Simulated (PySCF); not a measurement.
Compound: C2H6O2S.
SMILES: `S(C)(=O)(C)=O`

The calculation used TDDFT wB97X-D/def2-SVPD, vertical, gas phase, core orbitals frozen in the response in PySCF 2.14.0, density-fitted response routines. Isolated species at its PBE0-D3(BJ)/def2-SVP geometry, gas phase.

Computed states:

| state | E (eV) | f |
| --- | --- | --- |
| S1 | 7.86 | 0.015 |
| S2 | 8.23 | 0.020 |
| S3 | 8.59 | 0.0000 |
| S4 | 8.60 | 0.060 |
| S5 | 8.99 | 0.028 |
| S6 | 9.10 | 0.0068 |
| S7 | 9.14 | 0.0004 |
| S8 | 9.17 | 0.206 |
| S9 | 9.19 | 0.0022 |
| S10 | 9.25 | 0.0002 |

Broadening: Gaussians 0.25 eV wide at half height, area fixed by f = 4.319×10⁻⁹ ∫ε dν̃. The width is an assumption, not a result. The curve ends short of the highest state used, and states not computed would add to its high-energy end.

Question: What does the envelope look like, and where are its maxima?

Answer: 
```json
{"λ (nm)": "143.4", "ε (L mol⁻¹ cm⁻¹)": "5894"}
{"λ (nm)": "143.8", "ε (L mol⁻¹ cm⁻¹)": "6357"}
{"λ (nm)": "144.2", "ε (L mol⁻¹ cm⁻¹)": "6521"}
{"λ (nm)": "144.6", "ε (L mol⁻¹ cm⁻¹)": "6366"}
{"λ (nm)": "145.0", "ε (L mol⁻¹ cm⁻¹)": "5923"}
{"λ (nm)": "145.4", "ε (L mol⁻¹ cm⁻¹)": "5262"}
{"λ (nm)": "145.8", "ε (L mol⁻¹ cm⁻¹)": "4479"}
{"λ (nm)": "146.2", "ε (L mol⁻¹ cm⁻¹)": "3678"}
{"λ (nm)": "146.6", "ε (L mol⁻¹ cm⁻¹)": "2946"}
{"λ (nm)": "147.1", "ε (L mol⁻¹ cm⁻¹)": "2228"}
{"λ (nm)": "147.5", "ε (L mol⁻¹ cm⁻¹)": "1848"}
{"λ (nm)": "147.9", "ε (L mol⁻¹ cm⁻¹)": "1643"}
{"λ (nm)": "148.3", "ε (L mol⁻¹ cm⁻¹)": "1591"}
{"λ (nm)": "148.7", "ε (L mol⁻¹ cm⁻¹)": "1653"}
{"λ (nm)": "149.1", "ε (L mol⁻¹ cm⁻¹)": "1783"}
{"λ (nm)": "149.5", "ε (L mol⁻¹ cm⁻¹)": "1933"}
{"λ (nm)": "149.9", "ε (L mol⁻¹ cm⁻¹)": "2062"}
{"λ (nm)": "150.3", "ε (L mol⁻¹ cm⁻¹)": "2136"}
{"λ (nm)": "150.7", "ε (L mol⁻¹ cm⁻¹)": "2136"}
{"λ (nm)": "151.1", "ε (L mol⁻¹ cm⁻¹)": "2057"}
{"λ (nm)": "151.5", "ε (L mol⁻¹ cm⁻¹)": "1907"}
{"λ (nm)": "151.9", "ε (L mol⁻¹ cm⁻¹)": "1705"}
{"λ (nm)": "152.3", "ε (L mol⁻¹ cm⁻¹)": "1476"}
{"λ (nm)": "152.7", "ε (L mol⁻¹ cm⁻¹)": "1247"}
{"λ (nm)": "153.1", "ε (L mol⁻¹ cm⁻¹)": "1043"}
{"λ (nm)": "153.6", "ε (L mol⁻¹ cm⁻¹)": "852"}
{"λ (nm)": "154.0", "ε (L mol⁻¹ cm⁻¹)": "765"}
{"λ (nm)": "154.4", "ε (L mol⁻¹ cm⁻¹)": "742"}
{"λ (nm)": "154.8", "ε (L mol⁻¹ cm⁻¹)": "779"}
{"λ (nm)": "155.2", "ε (L mol⁻¹ cm⁻¹)": "869"}
{"λ (nm)": "155.6", "ε (L mol⁻¹ cm⁻¹)": "997"}
{"λ (nm)": "156.0", "ε (L mol⁻¹ cm⁻¹)": "1146"}
{"λ (nm)": "156.4", "ε (L mol⁻¹ cm⁻¹)": "1297"}
{"λ (nm)": "156.8", "ε (L mol⁻¹ cm⁻¹)": "1431"}
{"λ (nm)": "157.2", "ε (L mol⁻¹ cm⁻¹)": "1532"}
{"λ (nm)": "157.6", "ε (L mol⁻¹ cm⁻¹)": "1586"}
{"λ (nm)": "158.0", "ε (L mol⁻¹ cm⁻¹)": "1588"}
{"λ (nm)": "158.4", "ε (L mol⁻¹ cm⁻¹)": "1536"}
{"λ (nm)": "158.8", "ε (L mol⁻¹ cm⁻¹)": "1436"}
{"λ (nm)": "159.2", "ε (L mol⁻¹ cm⁻¹)": "1298"}
{"λ (nm)": "159.6", "ε (L mol⁻¹ cm⁻¹)": "1135"}
{"λ (nm)": "160.1", "ε (L mol⁻¹ cm⁻¹)": "917"}
{"λ (nm)": "160.5", "ε (L mol⁻¹ cm⁻¹)": "745"}
{"λ (nm)": "160.9", "ε (L mol⁻¹ cm⁻¹)": "587"}
{"λ (nm)": "161.3", "ε (L mol⁻¹ cm⁻¹)": "448"}
{"λ (nm)": "161.7", "ε (L mol⁻¹ cm⁻¹)": "331"}
{"λ (nm)": "162.1", "ε (L mol⁻¹ cm⁻¹)": "238"}
{"λ (nm)": "162.5", "ε (L mol⁻¹ cm⁻¹)": "166"}
{"λ (nm)": "162.9", "ε (L mol⁻¹ cm⁻¹)": "112"}
{"λ (nm)": "163.3", "ε (L mol⁻¹ cm⁻¹)": "74"}
{"λ (nm)": "163.7", "ε (L mol⁻¹ cm⁻¹)": "47"}
{"λ (nm)": "164.1", "ε (L mol⁻¹ cm⁻¹)": "29"}
{"λ (nm)": "164.5", "ε (L mol⁻¹ cm⁻¹)": "18"}
{"λ (nm)": "164.9", "ε (L mol⁻¹ cm⁻¹)": "10"}
{"λ (nm)": "165.3", "ε (L mol⁻¹ cm⁻¹)": "6"}
{"λ (nm)": "165.7", "ε (L mol⁻¹ cm⁻¹)": "3"}
```

Maxima: 158 nm (7.86 eV), ε about 1600, made up of S1 (100%); 151 nm (8.24 eV), ε about 2100, made up of S2 (99%); 144 nm (8.60 eV), ε about 6500, made up of S4 (100%) (ε in L mol⁻¹ cm⁻¹; maxima over ε = 5, shares over 10%).

Question: Coming from long wavelengths, where does ε first pass 100 L mol⁻¹ cm⁻¹?

Answer: At about 163 nm (7.61 eV), 0.25 eV below S1.

Question: What would ε be at 8.60 eV, the highest of these maxima, with half the width (0.125 eV)?

Answer: About 13000 L mol⁻¹ cm⁻¹ against 6520, a factor of about 2.00; a lone state at its own centre would give exactly 2.

The vertical ionisation energy (ΔSCF) is 10.75 eV, 1.50 eV above S10.

Time: 55 s wall; peak memory 0.73 GiB. Hardware: an Intel Xeon Platinum 8375C at 2.90 GHz with one thread, no GPU, on a shared host.
